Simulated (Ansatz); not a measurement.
# Calcium, fcc: convergence with the plane-wave cutoff

Computed with Ansatz, LDA, scalar-relativistic PAW, on the relaxed cell (a = 5.343 Å; spin not included). Errors count from a run at 420 eV on a Γ-centred 17×17×17 mesh with Fermi-Dirac smearing of 0.1 eV, extrapolated to zero width. Fixed here: mesh 10×10×10, Fermi-Dirac width 0.1 eV. The pressure holds a Pulay correction and is unreliable far below the recommended cutoff. The SCF starts from atomic densities corrected by a trained network.

```csv
cutoff (eV),E(σ→0) error (meV/atom),P (GPa),SCF iterations
150,8421.0,2.52,6
200,1496.4,0.29,6
250,215.5,0.47,6
300,23.5,0.00,6
350,1.2,-0.01,6
420,-0.8,-0.01,6
500,-0.9,-0.01,6
600,-1.0,-0.01,6
800,-1.1,-0.01,6
```

Within 5 meV/atom of the last row: from 350 eV on.
